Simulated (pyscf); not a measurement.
Elementary routes open to H₃Si–O–PH₂ (SMILES [SiH3]OP) + H₂O (SMILES O) in the gas phase (singlet surface):
A. HO–SiH₂–O–PH₂ (SMILES O[SiH2]OP) + H₂ (SMILES [H][H]) (H–Si, H–O broken; O–Si, H–H formed)
B. HO–PH₂ (SMILES OP) + HO–SiH₃ (SMILES O[SiH3]) (O–Si, H–O broken; H–O, O–Si formed)

Single points on ωB97X-D3(BJ)/def2-SVP structures (PySCF, gas phase).

Rank the routes by free-energy barrier at 600 K, lowest first, for ωB97M-D3(BJ)/def2-TZVP energies (ideal gas, 1 atm, RRHO with modes under 100 cm⁻¹ raised to 100, one conformer, R ln 2 for chiral ones without a mode under 150 cm⁻¹).

B (1.96 eV), A (2.33 eV)

Route B is the fastest of these, ahead of the next by 0.37 eV. The most stable products are those of A (ΔG = -0.89 eV), whose barrier is 0.37 eV higher: the kinetic and the thermodynamic product differ. At 1200 K B is still the fastest. A: On the reactant side the descent ends in a complex (not fully relaxed), 0.19 eV under the separated species and 1.66 eV under the saddle at ωB97X-D3(BJ)/def2-TZVP. B: On the reactant side the descent ends in a complex, 0.18 eV under the separated species and 1.24 eV under the saddle at ωB97X-D3(BJ)/def2-TZVP. On the product side the descent ends in a complex (not fully relaxed), 0.28 eV under the separated species and 1.21 eV under the saddle at ωB97X-D3(BJ)/def2-TZVP. Only these routes are compared; each barrier is that of the saddle found, and lower ones may exist.
